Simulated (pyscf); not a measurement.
`[GaH2][SeH]` + `[SeH2]` → `[SeH][GaH][SeH]` + `[H][H]`, a four-centre exchange (singlet surface; Ga–H, H–Se broken, Ga–Se, H–H formed). Structures and frequencies: ωB97X-D3(BJ)/def2-SVP in PySCF. Energies in kcal/mol from the separated reactants.

AM1 to PM7: differences of heats of formation from MOPAC. 

### Question
Quick PM6 single points give ΔE‡ = 43.7 kcal/mol and ΔE = +8.2 kcal/mol. What does ωB97M-D3(BJ)/def2-TZVP give, and how far is the quick result from it?

### Answer
ωB97M-D3(BJ)/def2-TZVP gives ΔE‡ = 13.8 kcal/mol and ΔE = -19.1 kcal/mol. PM6 lies 29.9 kcal/mol over it in the barrier and 27.3 kcal/mol over it in the reaction energy, so on this step it does not hold to within 3.0 kcal/mol. ωB97M-D3(BJ)/def2-TZVP has limits of its own. On the reactant side the descent ends in an adduct with a Ga–Se contact, 13.2 kcal/mol under the separated species and 21.8 kcal/mol under the saddle at ωB97X-D3(BJ)/def2-TZVP. What is counted as formed (Ga–Se) is already present as a longer contact in the reactant adduct; forming that adduct is a step of its own. At ωB97X-D3(BJ) the barrier from the zero used here is 8.6 kcal/mol. One saddle was located; it need not be the lowest between these sides. In the def2 sets elements up to Kr have no core potential.
